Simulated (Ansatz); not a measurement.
Relaxation of C2H4N (7 atoms, charge 1, multiplicity 1), to a largest force component of 0.02 eV/Å in at most 40 steps.

These are results of Ansatz, RKS PBE-D4/6-31G*, not measurements.

```xyz
7
Properties=species:S:1:pos:R:3
C -1.020 0.326 -0.638
C 0.017 -0.008 0.009
N 1.042 -0.335 0.651
H -1.846 -0.350 -0.818
H -1.153 1.316 -1.058
H 1.101 -0.212 1.663
H 1.859 -0.737 0.190
```

Task: Where does it end, and by what steps?

Result: It converged. Limits of this set-up: the dipole of an ion depends on the origin. After 4 steps the energy has fallen by 0.061 eV; H4 moved furthest, 0.04 Å.

| step | energy less start (eV) | largest force component (eV/Å) | accepted |
| --- | --- | --- | --- |
| 0 | 0.0000 | 1.334 | yes |
| 1 | -0.0536 | 0.361 | yes |
| 2 | 0.0358 | 0.891 | no |
| 3 | -0.0602 | 0.088 | yes |
| 4 | -0.0608 | 0.007 | yes |

```xyz
7
Properties=species:S:1:pos:R:3
C -1.046 0.336 -0.655
C 0.013 -0.004 0.008
N 1.051 -0.338 0.658
H -1.862 -0.383 -0.815
H -1.146 1.350 -1.068
H 1.114 -0.215 1.681
H 1.876 -0.746 0.190
```

The run took 5.1 s on 1 thread of Arm Neoverse V2 (shared host), peak memory 0.1 GiB.
